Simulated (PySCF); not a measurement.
PySCF input for CH2, SMILES [CH2] (connectivity only; charge and spin as stated), neutral, multiplicity 1, ADC(2)/aug-cc-pVDZ. Geometry: B3LYP-D3(BJ)/def2-TZVPD. The isomer is the one that the SMILES or the coordinates give; other isomers of the formula were not compared.

```python
import numpy as np
from pyscf import gto, scf, dft, adc

mol = gto.M(
    atom='''
    C     0.00000000   -0.00000000   -0.17482611
    H     0.00000000   -0.86230750    0.52447833
    H     0.00000000    0.86230751    0.52447832
    ''',
    basis='aug-cc-pVDZ',
    charge=0,
    spin=0,
    max_memory=1600,
    verbose=4,
)
mf = scf.RHF(mol)
mf.conv_tol = 1e-10
mf.max_cycle = 100
mf.kernel()
res = {}
for kind, nroots in (('ee', 6), ('ip', 6), ('ea', 2)):
    a = adc.ADC(mf).density_fit('aug-cc-pvdz-ri')
    a.method, a.method_type = 'adc(2)', kind
    e, v, p, x = a.kernel(nroots=nroots)
    res[kind] = (e * 27.211386245988, p)
a = adc.ADC(mf).density_fit('aug-cc-pvdz-ri')
a.method, a.method_type, a.ncvs = 'adc(2)-x', 'ip', 1
e, v, p, x = a.kernel(nroots=1)
res['core ip, CVS-ADC(2)-x'] = (e * 27.211386245988, p)
for kind, (e, p) in res.items():
    print(kind, 'energies / eV', np.round(e, 3), 'strengths', np.round(p, 4))
```

It prints:

```
PySCF version 2.14.0

[INPUT] verbose = 4
[INPUT] num. atoms = 3
[INPUT] num. electrons = 8
[INPUT] charge = 0
[INPUT] spin (= nelec alpha-beta = 2S) = 0
[INPUT] symmetry False subgroup None
[INPUT] Mole.unit = angstrom
[INPUT] Symbol           X                Y                Z      unit          X                Y                Z       unit  Magmom
[INPUT]  1 C      0.000000000000   0.000000000000  -0.174826110000 AA    0.000000000000   0.000000000000  -0.330373467323 Bohr   0.0
[INPUT]  2 H      0.000000000000  -0.862307500000   0.524478330000 AA    0.000000000000  -1.629525010158   0.991120401969 Bohr   0.0
[INPUT]  3 H      0.000000000000   0.862307510000   0.524478320000 AA    0.000000000000   1.629525029056   0.991120383072 Bohr   0.0

nuclear repulsion = 6.0265100064411
number of shells = 18
number of NR pGTOs = 57
number of NR cGTOs = 41
basis = aug-cc-pVDZ
ecp = {}


******** <class 'pyscf.scf.hf.RHF'> ********
method = RHF
initial guess = minao
damping factor = 0
level_shift factor = 0
DIIS = <class 'pyscf.scf.diis.CDIIS'>
diis_start_cycle = 1
diis_space = 8
diis_damp = 0
SCF conv_tol = 1e-10
SCF conv_tol_grad = None
SCF max_cycles = 100
direct_scf = True
direct_scf_tol = 1e-13
Set gradient conv threshold to 1e-05
Initial guess from minao.
init E= -38.5964388665055
  HOMO = -0.21392248047839  LUMO = -0.0968553693808891  gap/eV = 3.18556
cycle= 1 E= -38.8634355370342  delta_E= -0.267  |g|= 0.226  |ddm|=  1.6
  HOMO = -0.434136486276827  LUMO = -0.00945712715359059  gap/eV = 11.55611
cycle= 2 E= -38.8827209138264  delta_E= -0.0193  |g|= 0.0652  |ddm|= 0.267
  HOMO = -0.393180160865468  LUMO = 0.025733716171306  gap/eV = 11.39923
cycle= 3 E= -38.8841130745895  delta_E= -0.00139  |g|= 0.0158  |ddm|= 0.0873
  HOMO = -0.396302780042196  LUMO = 0.0256561293585742  gap/eV = 11.48209
cycle= 4 E= -38.8843266810663  delta_E= -0.000214  |g|= 0.00422  |ddm|= 0.0489
  HOMO = -0.395677390729187  LUMO = 0.0259273530487931  gap/eV = 11.47245
cycle= 5 E= -38.8843471426539  delta_E= -2.05e-05  |g|= 0.000947  |ddm|= 0.0186
  HOMO = -0.395846052599231  LUMO = 0.025862736463826  gap/eV = 11.47528
cycle= 6 E= -38.8843482908459  delta_E= -1.15e-06  |g|= 0.000112  |ddm|= 0.00479
  HOMO = -0.395859670159632  LUMO = 0.0258650689325437  gap/eV = 11.47571
cycle= 7 E= -38.8843483011148  delta_E= -1.03e-08  |g|= 1.32e-05  |ddm|= 0.00027
  HOMO = -0.395860455425305  LUMO = 0.0258650160256213  gap/eV = 11.47573
cycle= 8 E= -38.8843483012482  delta_E= -1.33e-10  |g|= 2.79e-06  |ddm|= 4.53e-05
  HOMO = -0.395860519608616  LUMO = 0.0258654719896465  gap/eV = 11.47575
cycle= 9 E= -38.8843483012554  delta_E= -7.18e-12  |g|= 3.44e-07  |ddm|= 8.99e-06
  HOMO = -0.395860589108687  LUMO = 0.0258654247017129  gap/eV = 11.47575
Extra cycle  E= -38.8843483012555  delta_E= -1.35e-13  |g|= 1.38e-07  |ddm|= 7.75e-07
converged SCF energy = -38.8843483012555

******** <class 'pyscf.adc.radc.RADC'> ********
******** ADC Orbital Information ********
Number of Frozen Occupied Orbitals: 0
Number of Frozen Virtual Orbitals: 0
Number of Active Occupied Orbitals: 4
Number of Active Virtual Orbitals: 37
*****************************************
******** <class 'pyscf.df.df.DF'> ********
auxbasis = aug-cc-pvdz-ri
Reference correlation energy (doubles): -0.11770240
MP2 correlation energy of reference state (a.u.) = -0.11770240

******** <class 'pyscf.adc.radc_ee.RADCEE'> ********
max_space = 12
max_cycle = 50
conv_tol = 1e-08

*************************************************************
        ADC calculation summary (singlet states only)
*************************************************************
adc(2) root 0  |  Energy (Eh) =   0.0595186709  |  Energy (eV) =   1.61958553  |  Osc. strength = 0.00434053  |  conv = True
adc(2) root 1  |  Energy (Eh) =   0.2110591388  |  Energy (eV) =   5.74321170  |  Osc. strength = 0.00000000  |  conv = True
adc(2) root 2  |  Energy (Eh) =   0.2386509230  |  Energy (eV) =   6.49402239  |  Osc. strength = 0.10455487  |  conv = True
adc(2) root 3  |  Energy (Eh) =   0.2837863948  |  Energy (eV) =   7.72222114  |  Osc. strength = 0.00568630  |  conv = True
adc(2) root 4  |  Energy (Eh) =   0.3103006730  |  Energy (eV) =   8.44371139  |  Osc. strength = 0.00789475  |  conv = True
adc(2) root 5  |  Energy (Eh) =   0.3215024131  |  Energy (eV) =   8.74852627  |  Osc. strength = 0.02040750  |  conv = True

******** <class 'pyscf.adc.radc.RADC'> ********
******** ADC Orbital Information ********
Number of Frozen Occupied Orbitals: 0
Number of Frozen Virtual Orbitals: 0
Number of Active Occupied Orbitals: 4
Number of Active Virtual Orbitals: 37
*****************************************
******** <class 'pyscf.df.df.DF'> ********
auxbasis = aug-cc-pvdz-ri
Reference correlation energy (doubles): -0.11770240
MP2 correlation energy of reference state (a.u.) = -0.11770240

******** <class 'pyscf.adc.radc_ip.RADCIP'> ********
max_space = 12
max_cycle = 50
conv_tol = 1e-08

*************************************************************
        ADC calculation summary (doublet states only)
*************************************************************
adc(2) root 0  |  Energy (Eh) =   0.3663941299  |  Energy (eV) =   9.97009210  |  Spec. factor = 1.83639368  |  conv = True
adc(2) root 1  |  Energy (Eh) =   0.5412510992  |  Energy (eV) =  14.72819260  |  Spec. factor = 1.85713784  |  conv = True
adc(2) root 2  |  Energy (Eh) =   0.8175866029  |  Energy (eV) =  22.24766466  |  Spec. factor = 0.00255614  |  conv = True
adc(2) root 3  |  Energy (Eh) =   0.8272091709  |  Energy (eV) =  22.50950807  |  Spec. factor = 0.00487991  |  conv = True
adc(2) root 4  |  Energy (Eh) =   0.8336548140  |  Energy (eV) =  22.68490295  |  Spec. factor = 1.76117257  |  conv = True
adc(2) root 5  |  Energy (Eh) =   0.8516156190  |  Energy (eV) =  23.17364135  |  Spec. factor = 0.00010002  |  conv = True

******** <class 'pyscf.adc.radc.RADC'> ********
******** ADC Orbital Information ********
Number of Frozen Occupied Orbitals: 0
Number of Frozen Virtual Orbitals: 0
Number of Active Occupied Orbitals: 4
Number of Active Virtual Orbitals: 37
*****************************************
******** <class 'pyscf.df.df.DF'> ********
auxbasis = aug-cc-pvdz-ri
Reference correlation energy (doubles): -0.11770240
MP2 correlation energy of reference state (a.u.) = -0.11770240

******** <class 'pyscf.adc.radc_ea.RADCEA'> ********
max_space = 12
max_cycle = 50
conv_tol = 1e-08

*************************************************************
        ADC calculation summary (doublet states only)
*************************************************************
adc(2) root 0  |  Energy (Eh) =  -0.0335732541  |  Energy (eV) =  -0.91357478  |  Spec. factor = 1.87330274  |  conv = True
adc(2) root 1  |  Energy (Eh) =   0.0299545235  |  Energy (eV) =   0.81510410  |  Spec. factor = 1.98707075  |  conv = True

******** <class 'pyscf.adc.radc.RADC'> ********
******** ADC Orbital Information ********
Number of Frozen Occupied Orbitals: 0
Number of Frozen Virtual Orbitals: 0
Number of Active Occupied Orbitals: 4
Number of Active Virtual Orbitals: 37
*****************************************
******** <class 'pyscf.df.df.DF'> ********
auxbasis = aug-cc-pvdz-ri
Reference correlation energy (doubles): -0.11770240
MP2 correlation energy of reference state (a.u.) = -0.11770240

******** <class 'pyscf.adc.radc_ip_cvs.RADCIPCVS'> ********
max_space = 12
max_cycle = 50
conv_tol = 1e-08

*************************************************************
        ADC calculation summary (doublet states only)
*************************************************************
adc(2)-x root 0  |  Energy (Eh) =  10.8798613761  |  Energy (eV) = 296.05610775  |  Spec. factor = 1.55094375  |  conv = True
ee energies / eV [1.62  5.743 6.494 7.722 8.444 8.749] strengths [0.0043 0.     0.1046 0.0057 0.0079 0.0204]
ip energies / eV [ 9.97  14.728 22.248 22.51  22.685 23.174] strengths [1.8364e+00 1.8571e+00 2.6000e-03 4.9000e-03 1.7612e+00 1.0000e-04]
ea energies / eV [-0.914  0.815] strengths [1.8733 1.9871]
core ip, CVS-ADC(2)-x energies / eV [296.056] strengths [1.5509]
```

The run converged.

Cost: very roughly 0.7 core-seconds.
